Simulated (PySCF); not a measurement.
# One shape, several levels: HF (hydrogen fluoride)

Aim: a comparison of 6 runs (HF/pcseg-1, HF/pcseg-2, B3LYP/6-31G*, B3LYP/pcseg-1, r2SCAN/def2-SVP) of HF (hydrogen fluoride). The job is set up through a Python script.

Program for the calculation: PySCF 2.14.0.

## Step 1: The structure to begin with

The species is HF (2 atoms), meant as a singlet with charge 0. As SMILES, `F`. The shape is that of a PBE0-D4/def2-TZVP optimisation.

Bond lengths: F1–H2 0.920 Å.

## Step 2: Energy and forces at HF/pcseg-1 (run 1)

job.py reads:

```python
# F
from pyscf import gto, scf

system = gto.M(
    atom='''
F     -0.736993     0.273254    -0.371142
H      0.736993    -0.273254     0.371142
''',
    basis='pcseg-1',
    unit='bohr',
    charge=0,
    max_memory=1860,
    verbose=4,
)

calc0 = scf.RHF(system)
calc0.conv_tol = 1e-10
calc0.kernel()
if not calc0.converged:
    calc0 = calc0.newton().run(calc0.mo_coeff, calc0.mo_occ)

e_tot = calc0.e_tot
print('E = %.10f Eh' % e_tot)
grad = calc0.nuc_grad_method().kernel()
dip = calc0.dip_moment()
pop, q = calc0.mulliken_pop()
```

On the command line:

```bash
$ OMP_NUM_THREADS=1 python job.py
```

Standard output:

```text
PySCF version 2.14.0

[... 52 lines left out ...]
converged SCF energy = -99.9883764956861
[... 9 lines left out ...]
Dipole moment(X, Y, Z, Debye):  1.70197, -0.63104,  0.85709
[... 22 lines left out ...]
charge of    1H =      0.31586
```

Run time: 2.1 s. Hardware: 1 thread of Intel Xeon at 2.50GHz (Skylake/Cascade Lake), shared host; peak memory 0.12 GiB.

## Step 3: Energy and forces at HF/pcseg-2 (run 2)

mol.xyz reads:

```xyz
2

F     -0.390000     0.144600    -0.196400
H      0.390000    -0.144600     0.196400
```

input.py reads:

```python
import pyscf.grad
from pyscf import gto

system = gto.M(
    atom='mol.xyz',
    basis='pcseg-2',
    verbose=4,
    charge=0,
    max_memory=1860,
)

hf = system.RHF()
hf.conv_tol = 1e-10
hf.kernel()
if not hf.converged:
    hf = hf.newton().run(hf.mo_coeff, hf.mo_occ)

energy = hf.e_tot
print('E(%s) = %.9f' % ('HF', energy))
grad = hf.Gradients().kernel()
dip = hf.dip_moment()
pop, q = hf.mulliken_pop()
```

On the command line:

```bash
$ OMP_NUM_THREADS=1 python input.py
```

Standard output:

```text
PySCF version 2.14.0

[... 54 lines left out ...]
converged SCF energy = -100.060671581917
[... 9 lines left out ...]
Dipole moment(X, Y, Z, Debye):  1.67751, -0.62197,  0.84478
[... 47 lines left out ...]
charge of    1H =      0.32900
```

It took 2.8 s on 1 thread of Intel Xeon at 2.50GHz (Skylake/Cascade Lake), shared host; peak memory 0.12 GiB.

Runs 3 to 4 aren't shown in full; the table further down has their settings and results.

## Step 4: Energy and gradient at B3LYP/pcseg-1 (run 5)

run.py reads:

```python
from pyscf import gto, dft

mol = gto.Mole()
mol.atom = 'F -0.390000 0.144600 -0.196400; H 0.390000 -0.144600 0.196400'
mol.spin = 0
mol.charge = 0
mol.basis = 'pcseg-1'
mol.max_memory = 1860
mol.verbose = 4
mol.build()

mf = dft.RKS(mol, xc='b3lyp')
mf.conv_tol = 1e-10
mf.grids.level = 5
mf.kernel()
if not mf.converged:
    mf = mf.newton().run(mf.mo_coeff, mf.mo_occ)

energy = mf.e_tot
print('E = %.10f Eh' % energy)
grad = mf.nuc_grad_method().kernel()
mf.analyze()
```

On the command line:

```bash
$ OMP_NUM_THREADS=1 python run.py
```

Standard output:

```text
PySCF version 2.14.0

[... 64 lines left out ...]
converged SCF energy = -100.418881300177
[... 15 lines left out ...]
Two-electron Coulomb Energy =           55.777535951329625
[... 6 lines left out ...]
MO #4   energy= -0.401331346792023 occ= 2
[... 4 lines left out ...]
MO #9   energy= 0.999174277662186  occ= 0
[... 4 lines left out ...]
MO #14  energy= 2.46899113845442   occ= 0
[... 4 lines left out ...]
MO #19  energy= 3.83314141622979   occ= 0
[... 24 lines left out ...]
Dipole moment(X, Y, Z, Debye):  1.59909, -0.59289,  0.80528
```

It took 4.8 s on 1 thread of Intel Xeon at 2.50GHz (Skylake/Cascade Lake), shared host; peak memory 0.27 GiB.

## Step 5: Energy and gradient at r2SCAN/def2-SVP (run 6)

calc.py reads:

```python
from pyscf import gto, dft

mol = gto.M(
    atom='F -0.390000 0.144600 -0.196400; H 0.390000 -0.144600 0.196400',
    basis='def2-svp',
    charge=0,
    verbose=4,
    max_memory=1860,
)

ks = dft.RKS(mol, xc='r2scan')
ks.conv_tol = 1e-10
ks.grids.level = 5
ks.kernel()
if not ks.converged:
    ks = ks.newton().run(ks.mo_coeff, ks.mo_occ)

e_final = ks.e_tot
print('E = %.10f Eh' % e_final)
grad = ks.nuc_grad_method().kernel()
ks.analyze()
```

On the command line:

```bash
$ OMP_NUM_THREADS=1 python calc.py
```

Standard output:

```text
PySCF version 2.14.0

[... 67 lines left out ...]
converged SCF energy = -100.309481284613
[... 15 lines left out ...]
Two-electron Coulomb Energy =           55.881032349495484
[... 6 lines left out ...]
MO #4   energy= -0.336569772415462 occ= 2
[... 4 lines left out ...]
MO #9   energy= 1.12349699076077   occ= 0
[... 4 lines left out ...]
MO #14  energy= 2.3448290194682    occ= 0
[... 4 lines left out ...]
MO #19  energy= 4.31850908048742   occ= 0
[... 24 lines left out ...]
Dipole moment(X, Y, Z, Debye):  1.57295, -0.58320,  0.79212
```

Run time: 5.7 s. Hardware: 1 thread of Intel Xeon at 2.50GHz (Skylake/Cascade Lake), shared host; peak memory 0.27 GiB.

## Step 6: All runs side by side

| run | level | integration grid | Cartesian functions | energy (Eh) | dipole moment (D) | HOMO energy (eV) | LUMO energy (eV) | wall time |
| --- | --- | --- | --- | --- | --- | --- | --- | --- |
| 1 | HF/pcseg-1 | – | no | -99.988376 | 2.01 | -17.53 | 4.23 | 2.1 s |
| 2 | HF/pcseg-2 | – | no | -100.060672 | 1.98 | -17.68 | 2.63 | 2.8 s |
| 3 | B3LYP/6-31G* (spherical functions) | 5 | no | -100.417948 | 1.85 | -10.24 | 1.87 | 3.6 s |
| 4 | B3LYP/6-31G* (Cartesian functions) | 5 | yes | -100.419969 | 1.84 | -10.27 | 1.81 | 5.7 s |
| 5 | B3LYP/pcseg-1 | 5 | no | -100.418881 | 1.89 | -10.92 | 0.78 | 4.8 s |
| 6 | r2SCAN/def2-SVP | 5 | no | -100.309481 | 1.86 | -9.16 | 2.06 | 5.7 s |

## Step 7: What came out

| quantity | value |
| --- | --- |
| run 6: total energy | -100.30948 Eh |
| run 6: dipole moment | 1.86 D |
| run 6: HOMO energy | -9.16 eV |
| run 6: LUMO energy | 2.06 eV |
| run 6: HOMO–LUMO gap | 11.22 eV |
| run 6: largest force on an atom | 0.195 eV/Å |

The dipole moment (its size) runs from 1.84 D (B3LYP/6-31G*) to 2.01 D (HF/pcseg-1). The two ends differ in method and basis. The HOMO–LUMO gap runs from 11.22 eV (r2SCAN/def2-SVP) to 21.76 eV (HF/pcseg-1). Totals of different functionals can't be ranked against each other. All runs together took 25 s, the longest 5.7 s.
